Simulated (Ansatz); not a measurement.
The first iterations of a band of C2H5F2NO (11 atoms, charge 0, multiplicity 1).

Computed with RKS PBE0/def2-SVP (Ansatz 0.2.0).

| Item | Value |
| --- | --- |
| movable images | 7 |
| climbing image | yes |
| spring | 5.0 eV/Å² |
| optimiser | quadratic models (default) |
| start path | through a guess of the saddle point |
| force threshold | 0.03 eV/Å |
| iteration limit | 60 |
| end points | relaxed |

Initial state:

```xyz
11
Properties=species:S:1:pos:R:3
N 0.359 -1.212 -0.461
C 0.608 -0.051 0.371
C -0.521 0.944 0.125
O -1.711 0.330 0.058
F -0.262 1.618 -1.037
F -0.543 1.878 1.091
H 0.672 -1.057 -1.417
H 0.827 -2.043 -0.113
H 0.550 -0.344 1.429
H 1.574 0.458 0.210
H -1.485 -0.579 -0.236
```

Final state:

```xyz
11
Properties=species:S:1:pos:R:3
N 0.820 -1.188 -0.437
C 0.711 -0.032 0.411
C -0.492 0.859 0.133
O -1.691 0.229 0.206
F -0.338 1.408 -1.110
F -0.527 1.876 1.004
H 0.791 -0.954 -1.426
H 0.148 -1.921 -0.230
H 0.653 -0.345 1.464
H 1.609 0.598 0.311
H -1.618 -0.587 -0.305
```

| iteration | highest image above the first end (eV) | largest band force component (eV/Å) |
| --- | --- | --- |
| 1 | 1.692 | 16.944 |
| 2 | 0.456 | 2.261 |
| 3 | 0.288 | 1.388 |

Task: Does the band converge within its limit, and where does its top end?

Result: The forces met the threshold. It ended after 9 iterations with the highest image 0.260 eV above the first end. A vibrational analysis at the climbing image gives one clearly imaginary mode, 448i cm⁻¹: a first-order saddle point.

The run took 3.2 min on 2 threads of Arm Neoverse V1 (shared host), peak memory 0.25 GiB.
